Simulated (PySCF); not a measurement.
Bonds (- single, = double, # triple, : aromatic): C1=C2, C2-Cl3. C1 carries H4, H5; C2 carries H6. H5 is cis to Cl3; H4 is trans to Cl3.

GIAO shifts from PySCF 2.14 on PBE0-D3(BJ)/def2-TZVP geometries (one conformer, non-relativistic, equivalent nuclei averaged), against TMS at the same level and in the same medium; PCM means IEF-PCM chloroform.

Measured (solution, not stated per compound (mostly CDCl3 or CCl4); Pretsch, Buehlmann, Badertscher, Structure Determination of Organic Compounds, 4th ed. (2009)): H6 6.26, H4 5.39, H5 5.48 ppm.

**Question.** Which unscaled values do B97-2/pcSseg-2, gas; WP04/pcSseg-2, PCM; wB97X-D/pcSseg-2, PCM give, and how close are they?

**Answer.** 
```json
{"atoms": "H6", "measured": "6.26", "B97-2/pcSseg-2, gas": "6.61", "WP04/pcSseg-2, PCM": "6.51", "wB97X-D/pcSseg-2, PCM": "6.73"}
{"atoms": "H4", "measured": "5.39", "B97-2/pcSseg-2, gas": "5.55", "WP04/pcSseg-2, PCM": "5.63", "wB97X-D/pcSseg-2, PCM": "5.86"}
{"atoms": "H5", "measured": "5.48", "B97-2/pcSseg-2, gas": "5.70", "WP04/pcSseg-2, PCM": "5.65", "wB97X-D/pcSseg-2, PCM": "5.96"}
```

Mean absolute error for ¹H: B97-2/pcSseg-2, gas 0.24, WP04/pcSseg-2, PCM 0.22, wB97X-D/pcSseg-2, PCM 0.47 ppm.

Carbons that carry Cl, above all several Cl atoms, come out too deshielded, partly because spin–orbit coupling is missing.
